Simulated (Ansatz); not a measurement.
# C6H12 (trans-4-Methyl-2-pentene) at 6 levels

Wanted: a comparison of 6 runs (HF/STO-3G, BHLYP/6-31G*, BLYP/6-31G*, CAM-B3LYP/6-31G*, PBE/6-31G*, revPBE/6-31G*) of C6H12 (trans-4-Methyl-2-pentene). 

The calculation is run with Ansatz 0.2.0.

32 further runs of the same task are left out: 32 set aside as unsound or not needed. Runs told in other sessions of the task aren't counted.

### Step 1. The system as given

C6H12 has 18 atoms, charge 0, and is taken as a singlet. As SMILES, `C/C=C/C(C)C`. One bond was lengthened or shortened from a relaxed shape.

Some bond lengths: C1–C2 1.491 Å, C2–C3 1.327 Å, C3–C4 1.499 Å, C4–C5 1.528 Å, C4–C6 1.519 Å, C1–H7 1.092 Å, C1–H8 1.095 Å, C1–H9 1.095 Å, C2–H10 1.088 Å, C3–H11 1.091 Å, C4–H12 1.100 Å, C5–H13 1.094 Å, C5–H14 1.093 Å, C5–H15 1.093 Å, C6–H16 1.094 Å, C6–H17 1.256 Å. Some angles: C1–C2–C3 124.7°, C2–C3–C4 127.2°, C3–C4–C5 109.9°, C3–C4–C6 114.1°, C5–C4–C6 110.9°, C1–C2–H10 116.1°, C3–C2–H10 119.3°, C2–C1–H7 111.4°, C2–C1–H8 111.2°, C2–C1–H9 111.2°.

### Step 2. The energy at HF/STO-3G (run 1)

job.yaml reads:

```yaml
crystal:
  periodic: [false, false, false]
  atoms:
    - symbol: C
      position_ang: [2.721291, 0.501568, 0.071937]
    - symbol: C
      position_ang: [1.244821, 0.439688, 0.268217]
    - symbol: C
      position_ang: [0.453631, -0.494092, -0.245613]
    - symbol: C
      position_ang: [-1.034179, -0.602672, -0.097653]
    - symbol: C
      position_ang: [-1.693799, -0.628982, -1.475683]
    - symbol: C
      position_ang: [-1.649509, 0.474618, 0.778287]
    - symbol: H
      position_ang: [3.075641, -0.320332, -0.553543]
    - symbol: H
      position_ang: [3.018641, 1.442668, -0.401993]
    - symbol: H
      position_ang: [3.250611, 0.453738, 1.029187]
    - symbol: H
      position_ang: [0.810291, 1.226378, 0.881077]
    - symbol: H
      position_ang: [0.909801, -1.272202, -0.859073]
    - symbol: H
      position_ang: [-1.236169, -1.575582, 0.373967]
    - symbol: H
      position_ang: [-1.543779, 0.324808, -1.989323]
    - symbol: H
      position_ang: [-1.271129, -1.416502, -2.104583]
    - symbol: H
      position_ang: [-2.769369, -0.804782, -1.391883]
    - symbol: H
      position_ang: [-1.492409, 1.467728, 0.347217]
    - symbol: H
      position_ang: [-1.157830, 0.471030, 1.934370]
    - symbol: H
      position_ang: [-2.727109, 0.320868, 0.870947]
basis:
  gaussian: {orbitals: STO-3G}
total_charge: 0
hamiltonian: {xc: hf}
accuracy: high
output: {orbitals: {seedname: orbitals}}
```

Command:

```bash
$ ansatz run job.yaml --threads 1 --pin off --max-ram 3480MiB --events-out events.jsonl --progress --plain --runs-dir runs
```

The log of the run:

```text
Warning: RAYON_NUM_THREADS=1 ignored (pool sized by the plan → 1); use --threads N
Functional definition: HF
  name "HF"
  exchange = exact_x
  correlation = 0
945 factors; integrals over basis functions are off by at most 4.6e-9 eV
mean field evaluation 1: about -6294.7374 eV, gradient 1.6e1 eV
mean field evaluation 2: about -6295.1076 eV, gradient 1.6e1 eV
mean field evaluation 4: about -6296.2147 eV, gradient 8.2e-1 eV
mean field evaluation 8: about -6296.2162 eV, gradient 8.7e-7 eV
mean field -6296.21621091 eV, -231.3816780224 hartree, gradient 5.5e-8 eV, S^2 0.000000; 0 other end points of the search recorded, 0 dependent functions left out
reference -6296.21621091 eV, -231.3816780224 hartree; 24, 24 occupied and 18, 18 virtual orbitals, 945 factors
Total energy: -6296.21621091 eV, -231.3816780224 hartree
```

It took 0.52 s on 1 thread of Intel Xeon 6975P-C (Granite Rapids), shared host.

### Step 3. The energy at BHLYP/6-31G(d) (spherical functions) (run 2)

Edit job.yaml of step 2 so:

```diff
@@ -40,6 +40,12 @@
 basis:
-  gaussian: {orbitals: STO-3G}
+  gaussian:
+    orbitals: 6-31G_st_-spherical.json
 total_charge: 0
-hamiltonian: {xc: hf}
+magnetization:
+  spin_polarized: false
+  initial_magnetization: 0
+hamiltonian:
+  xc: {name: BHLYP}
 accuracy: high
-output: {orbitals: {seedname: orbitals}}
+output:
+  orbitals: {seedname: orbitals}
```

The basis set 6-31G* is read from a file made from the Basis Set Exchange's data (not shown).

Command:

```bash
$ ansatz run job.yaml --threads 1 --pin off --max-ram 3480MiB --events-out events.jsonl --progress --plain --runs-dir runs
```

The log of the run:

```text
Warning: RAYON_NUM_THREADS=1 ignored (pool sized by the plan → 1); use --threads N
Functional definition: BHLYP
  name "BHLYP"
  parameter a = 0.5
  exchange = (1 - a)*b88_x + a*exact_x
  correlation = lyp_c
2821 factors; integrals over basis functions are off by at most 1.8e-8 eV
mean field evaluation 1: about -6407.5073 eV, gradient 4.6e1 eV
mean field evaluation 2: about -6409.7558 eV, gradient 3.6e1 eV
mean field evaluation 4: about -6413.0237 eV, gradient 1.6e0 eV
mean field evaluation 8: about -6413.0177 eV, gradient 9.9e-2 eV
mean field evaluation 16: about -6413.0177 eV, gradient 2.9e-6 eV
mean field -6413.01773077 eV, -235.6740547063 hartree, gradient 2.5e-8 eV, S^2 0.000000; 0 other end points of the search recorded, 0 dependent functions left out
reference -6413.01776004 eV, -235.6740557820 hartree; 24, 24 occupied and 84, 84 virtual orbitals, 2821 factors
Total energy: -6413.01776004 eV, -235.6740557820 hartree
```

It took 7.5 s on 1 thread of Intel Xeon 6975P-C (Granite Rapids), shared host; peak memory 0.48 GiB.

Run 3 isn't shown in full; the table further down has it.

### Step 4. A single-point energy at CAM-B3LYP/6-31G(d) (spherical functions) (run 4)

in.yaml reads:

```yaml
crystal:
  periodic: [false, false, false]
  atoms:
    - symbol: C
      position_ang: [2.721291, 0.501568, 0.071937]
    - symbol: C
      position_ang: [1.244821, 0.439688, 0.268217]
    - symbol: C
      position_ang: [0.453631, -0.494092, -0.245613]
    - symbol: C
      position_ang: [-1.034179, -0.602672, -0.097653]
    - symbol: C
      position_ang: [-1.693799, -0.628982, -1.475683]
    - symbol: C
      position_ang: [-1.649509, 0.474618, 0.778287]
    - symbol: H
      position_ang: [3.075641, -0.320332, -0.553543]
    - symbol: H
      position_ang: [3.018641, 1.442668, -0.401993]
    - symbol: H
      position_ang: [3.250611, 0.453738, 1.029187]
    - symbol: H
      position_ang: [0.810291, 1.226378, 0.881077]
    - symbol: H
      position_ang: [0.909801, -1.272202, -0.859073]
    - symbol: H
      position_ang: [-1.236169, -1.575582, 0.373967]
    - symbol: H
      position_ang: [-1.543779, 0.324808, -1.989323]
    - symbol: H
      position_ang: [-1.271129, -1.416502, -2.104583]
    - symbol: H
      position_ang: [-2.769369, -0.804782, -1.391883]
    - symbol: H
      position_ang: [-1.492409, 1.467728, 0.347217]
    - symbol: H
      position_ang: [-1.157830, 0.471030, 1.934370]
    - symbol: H
      position_ang: [-2.727109, 0.320868, 0.870947]
basis:
  gaussian:
    orbitals: 6-31G_st_-spherical.json
total_charge: 0
hamiltonian:
  xc: {name: CAM-B3LYP}
accuracy: high
output:
  orbitals: {seedname: orbitals}
```

The basis set 6-31G* is read from a file made from the Basis Set Exchange's data (not shown).

Command:

```bash
$ ansatz run in.yaml --threads 1 --pin off --max-ram 3480MiB --events-out events.jsonl --progress --plain --runs-dir runs
```

The log of the run:

```text
Warning: RAYON_NUM_THREADS=1 ignored (pool sized by the plan → 1); use --threads N
Functional definition: CAM-B3LYP
  name "CAM-B3LYP"
  parameter alpha = 0.19
  parameter beta = 0.46
  parameter omega = 0.33/bohr
  parameter ac = 0.81
  exchange = (1 - alpha - beta)*b88_x + beta*b88_x_sr(omega) + alpha*exact_x + beta*exact_x_lr(omega)
  correlation = (1 - ac)*vwn5_c + ac*lyp_c
2821 factors; integrals over basis functions are off by at most 1.8e-8 eV
543 factors; integrals over basis functions are off by at most 2.3e-9 eV
mean field evaluation 1: about -6406.9659 eV, gradient 4.8e1 eV
mean field evaluation 2: about -6408.8478 eV, gradient 4.0e1 eV
mean field evaluation 4: about -6412.8562 eV, gradient 1.5e0 eV
mean field evaluation 8: about -6413.1899 eV, gradient 9.5e-2 eV
mean field evaluation 16: about -6413.1900 eV, gradient 7.1e-6 eV
mean field -6413.18997722 eV, -235.6803846464 hartree, gradient 4.8e-8 eV, S^2 0.000000; 0 other end points of the search recorded, 0 dependent functions left out
reference -6413.18999842 eV, -235.6803854255 hartree; 24, 24 occupied and 84, 84 virtual orbitals, 2821 factors
Total energy: -6413.18999842 eV, -235.6803854255 hartree
```

Run time: 8.7 s. Hardware: 1 thread of Intel Xeon 6975P-C (Granite Rapids), shared host; peak memory 0.54 GiB.

Run 5 isn't shown in full; the table further down has it.

### Step 5. A single-point energy at revPBE/6-31G(d) (spherical functions) (run 6)

in.yaml reads:

```yaml
crystal:
  periodic: [false, false, false]
  atoms:
    - {symbol: C, position_ang: [2.721291, 0.501568, 0.071937]}
    - {symbol: C, position_ang: [1.244821, 0.439688, 0.268217]}
    - {symbol: C, position_ang: [0.453631, -0.494092, -0.245613]}
    - {symbol: C, position_ang: [-1.034179, -0.602672, -0.097653]}
    - {symbol: C, position_ang: [-1.693799, -0.628982, -1.475683]}
    - {symbol: C, position_ang: [-1.649509, 0.474618, 0.778287]}
    - {symbol: H, position_ang: [3.075641, -0.320332, -0.553543]}
    - {symbol: H, position_ang: [3.018641, 1.442668, -0.401993]}
    - {symbol: H, position_ang: [3.250611, 0.453738, 1.029187]}
    - {symbol: H, position_ang: [0.810291, 1.226378, 0.881077]}
    - {symbol: H, position_ang: [0.909801, -1.272202, -0.859073]}
    - {symbol: H, position_ang: [-1.236169, -1.575582, 0.373967]}
    - {symbol: H, position_ang: [-1.543779, 0.324808, -1.989323]}
    - {symbol: H, position_ang: [-1.271129, -1.416502, -2.104583]}
    - {symbol: H, position_ang: [-2.769369, -0.804782, -1.391883]}
    - {symbol: H, position_ang: [-1.492409, 1.467728, 0.347217]}
    - {symbol: H, position_ang: [-1.157830, 0.471030, 1.934370]}
    - {symbol: H, position_ang: [-2.727109, 0.320868, 0.870947]}
basis:
  gaussian:
    orbitals: 6-31G_st_-spherical.json
hamiltonian:
  xc: {name: revPBE}
output:
  orbitals: {seedname: orbitals}
accuracy: high
```

The basis set 6-31G* is read from a file made from the Basis Set Exchange's data (not shown).

Command:

```bash
$ ansatz run in.yaml --threads 1 --pin off --max-ram 3480MiB --events-out events.jsonl --progress --plain --runs-dir runs
```

The log of the run:

```text
Warning: RAYON_NUM_THREADS=1 ignored (pool sized by the plan → 1); use --threads N
Functional definition: revPBE
  name "revPBE"
  parameter kappa = 1.245
  parameter beta = 0.06672455060314922
  exchange = pbe_x(kappa = kappa, mu = beta*pi^2/3)
  correlation = pbe_c(beta = beta)
2821 factors; integrals over basis functions are off by at most 1.8e-8 eV
mean field evaluation 1: about -6401.9262 eV, gradient 7.1e1 eV
mean field evaluation 2: about -6388.3294 eV, gradient 9.9e1 eV
mean field evaluation 4: about -6415.0517 eV, gradient 7.3e0 eV
mean field evaluation 8: about -6415.1636 eV, gradient 1.4e-1 eV
mean field evaluation 16: about -6415.1637 eV, gradient 1.8e-5 eV
mean field -6415.16365710 eV, -235.7529160444 hartree, gradient 7.4e-8 eV, S^2 0.000000; 0 other end points of the search recorded, 0 dependent functions left out
reference -6415.16366079 eV, -235.7529161801 hartree; 24, 24 occupied and 84, 84 virtual orbitals, 2821 factors
Total energy: -6415.16366079 eV, -235.7529161801 hartree
```

Wall time 6.6 s (1 thread of Intel Xeon 6975P-C (Granite Rapids), shared host); peak memory 0.38 GiB.

### Step 6. Overview of the runs

| run | level | energy (Eh) | HOMO energy (eV) | LUMO energy (eV) | HOMO–LUMO gap (eV) | wall time |
| --- | --- | --- | --- | --- | --- | --- |
| 1 | HF/STO-3G | -231.381678 | -7.84 | 8.91 | 16.75 | 0.52 s |
| 2 | BHLYP/6-31G* (spherical functions) | -235.674056 | -7.66 | 2.41 | 10.06 | 7.5 s |
| 3 | BLYP/6-31G* (spherical functions) | -235.673198 | -5.28 | 0.35 | 5.64 | 6.9 s |
| 4 | CAM-B3LYP/6-31G* (spherical functions) | -235.680385 | -7.95 | 2.46 | 10.41 | 8.7 s |
| 5 | PBE/6-31G* (spherical functions) | -235.486478 | -5.48 | 0.17 | 5.65 | 6.9 s |
| 6 | revPBE/6-31G* (spherical functions) | -235.752916 | -5.43 | 0.24 | 5.67 | 6.6 s |

### Step 7. Summary of results

| quantity | value |
| --- | --- |
| run 6: total energy | -235.75292 Eh |
| run 6: HOMO energy | -5.43 eV |
| run 6: LUMO energy | 0.24 eV |
| run 6: HOMO–LUMO gap | 5.67 eV |

**Reading.** The HOMO–LUMO gap runs from 5.64 eV (BLYP/6-31G*) to 16.75 eV (HF/STO-3G). The two ends differ in method and basis. Totals of different functionals can't be ranked against each other. In run 1 the basis is minimal, so the values are rough. All runs together took 37 s, the longest 8.7 s.
